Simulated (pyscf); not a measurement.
A first-order saddle from PySCF, ωB97X-D3(BJ)/def2-SVP:

```xyz
10

Al    -2.1486    -1.1408    -0.0931
O     -1.1375     0.1511     0.6382
Ge    -0.0710     0.5176    -0.8001
H     -3.5481    -0.6876    -0.6593
H     -1.6965    -2.6223     0.1989
H     -0.3975     1.7966    -1.5489
H      1.3431    -0.0274    -0.7196
H     -0.8947    -0.6350    -1.6151
Cl     0.4777     2.0793     1.4338
H     -0.6092     0.9941     1.3363
```
Charge 0, spin multiplicity 1.

Surface: singlet, charge 0. Lowest wavenumbers (cm⁻¹): 778i, 74, 147, 243, 253.

Which two sides does it connect, and which bonds change?

`[AlH3]` + `[OH][GeH2][Cl]` ⇌ `[AlH2][Cl]` + `[OH][GeH3]`, a four-centre exchange read from left to right: Al–H, Cl–Ge broken and Al–Cl, Ge–H formed. At ωB97M-D3(BJ)/def2-TZVP it lies -6.8 kcal/mol from the left side and +13.5 kcal/mol from the right (each side as separated species at their lowest minima found). On the reactant side the descent ends in an adduct with a Al–O, Al–Ge contact, 28.3 kcal/mol under the separated species and 19.1 kcal/mol under the saddle at ωB97X-D3(BJ)/def2-TZVP. On the product side the descent ends in an adduct with a Al–O contact (not fully relaxed), 24.8 kcal/mol under the separated species and 35.1 kcal/mol under the saddle at ωB97X-D3(BJ)/def2-TZVP. At ωB97M-D3(BJ) the saddle lies under the separated reactants, which points to a path from their complex (located at ωB97X-D3(BJ) alone). At ωB97X-D3(BJ) the barrier from the zero used here is -9.2 kcal/mol. This is the saddle that the search found; another between the same sides may lie lower. Elements up to Kr have no core potential and no relativistic terms here.
